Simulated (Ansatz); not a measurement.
Energy needed to pull apart C2H3NO (SMILES COC#N), closed shell, into free ground-state atoms, from the structure below (displaced at random from a GFN2-xTB minimum); no zero-point or spin–orbit terms; open-shell atoms are treated unrestricted, in their ground-state multiplicity.

```
7
angstrom
C -0.3658 0.7156 -0.3070
O 0.6447 -0.4785 -0.3847
C 0.7142 -1.1865 0.6083
N 0.7907 -2.0901 1.4911
H -0.9455 0.6775 -1.3679
H -1.0501 0.5601 0.5423
H 0.2361 1.7179 -0.4572
```

Ansatz 0.2.0; basis: def2-TZVPP; cores frozen in the correlated methods.

```json
{"method": "SPW92", "atomization energy (kJ/mol)": "3317"}
{"method": "PBE-D4", "atomization energy (kJ/mol)": "2936"}
{"method": "r2SCAN-D4", "atomization energy (kJ/mol)": "2790"}
{"method": "PBE0-D4", "atomization energy (kJ/mol)": "2795"}
{"method": "wB97X-V", "atomization energy (kJ/mol)": "?"}
{"method": "wB97M-V", "atomization energy (kJ/mol)": "2785"}
{"method": "HF", "atomization energy (kJ/mol)": "?"}
{"method": "MP2", "atomization energy (kJ/mol)": "2795"}
{"method": "CCSD", "atomization energy (kJ/mol)": "2617"}
{"method": "CCSD(T)", "atomization energy (kJ/mol)": "2696"}
```

(1) What does HF give? (To be estimated.)

(2) What does wB97X-V give? (To be estimated.)

The T1 diagnostic stays at or below 0.018. The restricted Hartree–Fock reference is unstable towards an unrestricted one here.

Results:

(1) The calculation gives: 1751 kJ/mol, which is about 945 kJ/mol less than CCSD(T)/def2-TZVPP.

(2) Computed: 2781 kJ/mol, which is about 85 kJ/mol more than CCSD(T)/def2-TZVPP.

In triple zeta the MP2 and coupled-cluster atomization energies are still short of their basis limit by a few kcal/mol a bond, whereas those of the functionals are nearly converged, so these differences are not deviations from converged CCSD(T).

For scale, one of the runs: CCSD(T)/def2-TZVPP forces, 166 basis functions (an equivalent command: `ansatz run in.yaml --threads 4`). The run took 82 s on 4 CPU threads (shared host), with 2.8 GiB of host memory at its peak.
